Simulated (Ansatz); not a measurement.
The same path of C₂H₄OS (8 atoms, charge 0, multiplicity 1) was run twice with different band settings. The coordinate that changes most is the dihedral H5–C2–C3–H7.

These are results of Ansatz 0.2.0, RKS B3LYP-D4/def2-SVP, not measurements.

Relaxed end points:

```xyz
8
Properties=species:S:1:pos:R:3
O -1.442 0.267 -0.934
C -0.386 0.706 -0.562
C 0.607 -0.016 0.323
S 0.085 -1.684 0.851
H -0.050 1.732 -0.864
H 1.563 -0.060 -0.230
H 0.795 0.629 1.200
H -1.080 -1.631 0.159
```

```xyz
8
Properties=species:S:1:pos:R:3
O -1.063 1.815 0.395
C -0.593 0.882 -0.201
C 0.531 0.013 0.322
S -0.024 -1.734 0.484
H -0.984 0.572 -1.208
H 1.411 0.068 -0.338
H 0.813 0.355 1.328
H 0.002 -2.027 -0.837
```

Common settings: movable images 7; climbing image yes; spring 5.0 eV/Å²; optimiser quadratic models (default); start path IDPP; end points relaxed.

| run | force threshold | iteration limit |
| --- | --- | --- |
| 1 | 0.05 eV/Å | 29 |
| 2 | 0.2 eV/Å | 37 |

What does each run give, and how far can it be trusted?

Run 1: converged after 12 iterations, highest image 0.153 eV above the first end. A vibrational analysis at the climbing image gives one clearly imaginary mode, 153i cm⁻¹: a first-order saddle point.
Run 2: converged after 7 iterations, highest image 0.153 eV above the first end. The threshold of 0.2 eV/Å is loose, so the images may lie well off the minimum-energy path. Another band between the same ends (7 images) ends at a top of the same energy, where a vibrational analysis finds 1 clearly imaginary mode.
